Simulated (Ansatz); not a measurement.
SiH3(NHMe) (CH7NSi), 10 atoms. Hardware: 4 threads of Arm Neoverse V2 on a shared host.

Correlated methods freeze 7 core orbitals.

Question: How many basis functions does each of these Ansatz runs have, and roughly what does it cost? B3LYP-D4/6-31G, charge 0 singlet, energy; HF/6-31G, charge 0 singlet, energy; PBE-D4/def2-TZVP, charge 1 doublet at the geometry of the charge 0 singlet, energy, from earlier orbitals; PBE0-D4/def2-TZVP, charge 0 triplet at the geometry of the charge 0 singlet, energy; r2SCAN-D4/def2-TZVP, charge 0 triplet at the geometry of the charge 0 singlet, energy, from earlier orbitals; PBE0-D4/def2-TZVP, charge 0 singlet, energy, from earlier orbitals; RPA@PBE/def2-TZVP, charge 0 singlet, energy, from earlier orbitals; CCSD(T)/def2-TZVPP, charge 0 singlet, energy, from earlier orbitals; B2PLYP/def2-TZVP, charge 0 singlet, energy, from earlier orbitals; PBE0-D4/def2-SVP, charge 0 singlet, energy with a search over starts; LDA (SPW92)/def2-TZVP, charge 0 singlet, energy, from earlier orbitals; PBE-QIDH/def2-TZVP, charge 0 singlet, energy, from earlier orbitals.

Answer: Other jobs shared the machine, so times can vary by a factor of up to 3. A dash marks memory too small to be measured apart from the calling script's.

```
                                                                                                         run  functions  fitting or Cholesky vectors  wall time  peak host memory (GiB)
                                                                          HF/6-31G, charge 0 singlet, energy         45                          623     0.15 s                       –
                                                                    B3LYP-D4/6-31G, charge 0 singlet, energy         45                          623      0.4 s                       –
                                      LDA (SPW92)/def2-TZVP, charge 0 singlet, energy, from earlier orbitals        141                          895     0.45 s                       –
                                        PBE0-D4/def2-SVP, charge 0 singlet, energy with a search over starts         81                          932     0.65 s                       –
                                          PBE0-D4/def2-TZVP, charge 0 singlet, energy, from earlier orbitals        141                          911     0.95 s                       –
   PBE-D4/def2-TZVP, charge 1 doublet at the geometry of the charge 0 singlet, energy, from earlier orbitals        141                          895      1.4 s                       –
                                         PBE-QIDH/def2-TZVP, charge 0 singlet, energy, from earlier orbitals        141                          961      1.5 s                       –
                                           B2PLYP/def2-TZVP, charge 0 singlet, energy, from earlier orbitals        141                          961      1.6 s                       –
                                          RPA@PBE/def2-TZVP, charge 0 singlet, energy, from earlier orbitals        141                          961      1.6 s                       –
                         PBE0-D4/def2-TZVP, charge 0 triplet at the geometry of the charge 0 singlet, energy        141                          911      1.8 s                       –
r2SCAN-D4/def2-TZVP, charge 0 triplet at the geometry of the charge 0 singlet, energy, from earlier orbitals        141                          895      3.3 s                       –
                                         CCSD(T)/def2-TZVPP, charge 0 singlet, energy, from earlier orbitals        202                         1151       25 s                     2.4
```
